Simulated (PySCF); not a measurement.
**MgCl−: from the state search to spectroscopic constants**

An exercise on one series of results from a longer session: the logs are not shown, and one member is left open.

Method: Mg aug-cc-pVDZ-DK, Cl aug-cc-pVDZ-DK, spin-free X2C with a Gaussian nucleus; program: PySCF 2.14.0.

1 further run of the same task is left out (set aside as unsound or not needed).

Set-up of the first run:

The job is set up so:

```
atoms                         : Mg, Cl
charge                        : -1
basis                         : Mg aug-cc-pVDZ-DK, Cl aug-cc-pVDZ-DK
Hamiltonian                   : spin-free X2C with a Gaussian nucleus
basis functions               : 54
electrons treated             : 30
masses in u                   : 23.9850, 34.9689
levels                        : PBE0, PBE, r²SCAN, B2PLYP, r²SCANh, BHandHLYP, ωB97X, HF, MP2, SCS-MP2, CCSD, CCSD(T)
grid                          : 80 radial by 434 angular points
occupations                   : held fixed by the projection of orbital angular momentum
dissociation limit            : Mg + Cl−, each in its ground configuration
starting distance in angstrom : 2.425
values of 2S to try           : 0, 2
```

Started as:

```sh
$ OMP_NUM_THREADS=1 python dia.py task.json out
```

Among the steps run: Input; The PBE0 curve of the state that the search chose; PBE (GGA); r²SCAN (meta-GGA); B2PLYP; r²SCANh; BHandHLYP (global hybrid GGA); ωB97X (range-separated hybrid); RHF; MP2 and coupled cluster.

One table of the session follows, with a row left open; its other results are not shown here.

It belongs to the step «The curves together». Energy (eV) from each level's lowest point:

| R (Å) | RHF | RHF-MP2 | RHF-SCS-MP2 | RHF-CCSD | RHF-CCSD(T) |
| --- | --- | --- | --- | --- | --- |
| 2.094 | 0.423 | 0.439 | 0.448 | n/a | n/a |
| 2.192 | 0.180 | 0.190 | 0.196 | 0.197 | 0.198 |
| 2.289 | 0.053 | 0.058 | 0.061 | 0.062 | 0.062 |
| 2.362 | 0.011 | 0.012 | 0.014 | 0.014 | 0.014 |
| 2.435 | 0.000 | 0.000 | 0.000 | 0.000 | 0.000 |
| 2.508 | 0.012 | 0.012 | 0.010 | 0.010 | 0.010 |
| 2.606 | ? | ? | ? | ? | ? |
| 2.727 | 0.121 | 0.128 | 0.120 | 0.123 | 0.125 |
| 2.873 | 0.219 | 0.235 | 0.224 | 0.228 | 0.232 |
| 3.068 | 0.349 | 0.382 | 0.366 | n/a | n/a |

Q: Estimate the row for R (Å) = 2.606 from the others.

Worked estimate for «RHF». A straight line through the neighbours (2.508, 0.012) and (2.727, 0.121) gives 0.012 + (0.121 − 0.012) × (2.606 − 2.508) / (2.727 − 2.508) = 0.061; a parabola fitted to 4 rows on both sides gives 0.054.

As computed: RHF: 0.050; RHF-MP2: 0.052; RHF-SCS-MP2: 0.048; RHF-CCSD: 0.049; RHF-CCSD(T): 0.050. In «RHF» the line misses by +0.011 and the parabola by +0.004.
